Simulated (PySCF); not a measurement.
## N2, singlet: the ladder up to full CI

Geometry: MP2(full)/6-31G*, from the G2/97 set.

```xyz
2

N     0.0000    0.0000    0.0000
N     0.0000    0.0000    1.1300
```

Basis STO-3G; PySCF 2.14.0. Only valence electrons are correlated (noble-gas cores frozen), which leaves 10 electrons in 8 orbitals. R marks a restricted (for open shells ROHF) determinant, U an unrestricted one.

Full CI is exact within this basis and frozen core; it isn't the basis-set limit. The frozen core follows each run's orbitals, which can shift R against U totals by a few meV.

* UHF ⟨S²⟩: 0.073
* T1 diagnostic (RCCSD): 0.0035
* largest doubles amplitude (RCCSD): 0.144

```
    level  E − E(full CI) (kJ/mol)  share of correlation (%)  wall time
      RHF                    437.1                      0.00          –
     RMP2                      2.0                     99.55          –
    RCCSD                     11.7                     97.33          –
 RCCSD(T)                      6.8                     98.43     0.09 s
   RCCSDT                      6.5                     98.52          –
RCCSDT(Q)                      0.3                     99.93     0.23 s
```

The correlation energy at full CI, counted from RHF, is -4.530 eV. That run took 0.86 s on 1 thread of Arm Neoverse V2, shared host over 396 determinants.

Run but not shown, since their state, orbitals or frozen core can't be matched to the reference's or they repeat it: UHF, UMP2, UCCSD, UCCSD(T), UCCSDT.

Times are those of the correlated step on a shared host, with one SCF added for the restricted CCSD run; they ran on 1 thread of Arm Neoverse V2.

The full-CI state has the irrep Ag of D2h, in the program's axes (one component, if the state is degenerate).

Natural occupations of full CI about the gap: 1.995 1.986 1.980 1.924 1.924 0.084 0.084 0.022; effectively unpaired electrons, Σ n²(2−n)², 0.10.

Atomization energy (electronic, same basis, no zero-point term; atoms at the same level, unrestricted beside the R rows where the molecule is a closed shell; the atoms' step beyond CCSDT comes from their full CI) at full CI: 601.4 kJ/mol. Errors of other levels:

```json
{"level": "RHF", "error (kJ/mol)": "-437.1"}
{"level": "RMP2", "error (kJ/mol)": "-2.0"}
{"level": "RCCSD", "error (kJ/mol)": "-11.7"}
{"level": "RCCSD(T)", "error (kJ/mol)": "-6.8"}
{"level": "RCCSDT", "error (kJ/mol)": "-6.5"}
{"level": "RCCSDT(Q)", "error (kJ/mol)": "-0.3"}
```

This basis is far from its limit, so the value isn't to be set against a measured one.
